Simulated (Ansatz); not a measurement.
Reaction: CH6Si (SMILES C[SiH3]) → CH5Si (SMILES [CH2][SiH3], doublet) + H (doublet) (the C-H bond breaks)
Each species at its own B3LYP-D3(BJ)/def2-TZVP minimum (Ansatz, a program for electronic structure).

Quantity: bond dissociation energy (electronic), in kcal/mol. UHF or UKS for unpaired electrons; spin-orbit terms are left out. CBS(X,Y): correlation extrapolated as X^-3, Hartree-Fock from the larger set. A bracket is a step between two methods taken in the basis named. The functionals are non-relativistic, so their misses hold any scalar relativity. '+ core + X2C': CCSD(T) terms for core correlation (cc-pwCVTZ, 1s frozen past Ne) and scalar relativity (cc-pVTZ-DK). Where a partner has so few electrons that a lower coupled-cluster level is exact, that level stands in.

CCSD(T)/CBS(cc-pV(T+d)Z,cc-pV(Q+d)Z) + [CCSDT(Q) - CCSD(T)]/cc-pV(D+d)Z + core + X2C (Ansatz) gives 108.9 kcal/mol.

### Question
How far off this value is PBE/def2-TZVPD (Ansatz), in which direction, and which of these levels come nearer: r2SCAN/def2-TZVPD, B3LYP/def2-TZVPD, PBE0/def2-TZVPD, wB97M-V/def2-TZVPD, CCSD(T)/CBS(cc-pV(T+d)Z,cc-pV(Q+d)Z) + core + X2C?

### Answer
PBE gives 105.2 kcal/mol, 3.7 kcal/mol below it. Differences of the others: r2SCAN/def2-TZVPD (Ansatz) -5.4; B3LYP/def2-TZVPD (Ansatz) -2.8; PBE0/def2-TZVPD (Ansatz) -3.9; wB97M-V/def2-TZVPD (Ansatz) -0.5; CCSD(T)/CBS(cc-pV(T+d)Z,cc-pV(Q+d)Z) + core + X2C (Ansatz) 0.0 kcal/mol. Nearer than PBE: B3LYP/def2-TZVPD, wB97M-V/def2-TZVPD, CCSD(T)/CBS(cc-pV(T+d)Z,cc-pV(Q+d)Z) + core + X2C.
